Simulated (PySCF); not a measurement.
# C₄H₃P: electronic excitations and core binding energies

Wanted: the electronic excitations and core binding energies of C₄H₃P (`C#CP1C=C1`), by calculation.

Programs: PySCF 2.14.0, with density-fitted response routines of our own. Each step states its level of theory. These are calculated values for one molecule in the gas phase, unless marked as measured. Atoms are numbered from 0 throughout.

## 1. The starting structure

8 atoms, charge 0, multiplicity 1; geometry from: GFN2-xTB.

Bonds of the start (Å): C0–C1 1.20, C1–P2 1.78, P2–C3 1.84, C3–C4 1.31, C4–P2 1.84, C0–H5 1.05, C3–H6 1.07, C4–H7 1.07.

## 2. TDDFT and polarisability: B3LYP/def2-SVPD

The job: settings as JSON, then the geometry in Å.

```
{"job": {"kind": "uv", "xc": "B3LYP", "basis": "def2-SVPD", "nstates": 8, "ntriplets": 3}, "charge": 0, "multiplicity": 1}
C      1.961648     1.244734    -0.140746
C      1.256832     0.300585     0.103719
P      0.352509    -1.177117     0.518192
C     -1.142975    -0.921862    -0.524040
C     -1.336784    -0.464221     0.684851
H      2.542188     2.091793    -0.368249
H     -1.586557    -1.066359    -1.483927
H     -2.037803     0.001858     1.341115
```

Level: TDDFT B3LYP/def2-SVPD, vertical, gas phase, core orbitals frozen in the response.

**Question.** This job is followed by: delta-SCF UKS SCAN, pcX-2 on the ionised atom, pcseg-1 elsewhere, spin-free X2C. Predict these results of the whole session: lowest singlet (B3LYP/def2-SVPD); brightest single state of those computed; lowest triplet; C1s binding energies, SCAN/pcX-2 (standing for 3 of 4 atoms); P1s binding energies, SCAN/pcX-2; P2p binding energies, SCAN/pcX-2.

The runs gave:

| quantity | value |
| --- | --- |
| lowest singlet (B3LYP/def2-SVPD) | 5.05 eV (245 nm), f = 0.004 |
| brightest single state of those computed | state 7, 6.27 eV, f = 0.062 |
| lowest triplet | 4.09 eV |
| C1s binding energies, SCAN/pcX-2 (standing for 3 of 4 atoms) | C3 290.84, C0 290.05 eV |
| P1s binding energies, SCAN/pcX-2 | P2 2150.83 eV |
| P2p binding energies, SCAN/pcX-2 | P2 137.36 eV |

**Reading.** The first singlet state (HOMO→LUMO 0.90) lies at 5.05 eV and is weak; of the 8 states computed, the strongest absorption comes from state 7 at 6.27 eV. The lowest triplet lies 0.96 eV below the lowest singlet (triplets in Tamm-Dancoff, singlets in full TDDFT). C3 (alkene CH) binds its C1s electron 0.79 eV more tightly than C0 (terminal alkyne carbon). Only 3 of the 4 C atoms are covered by sound results.
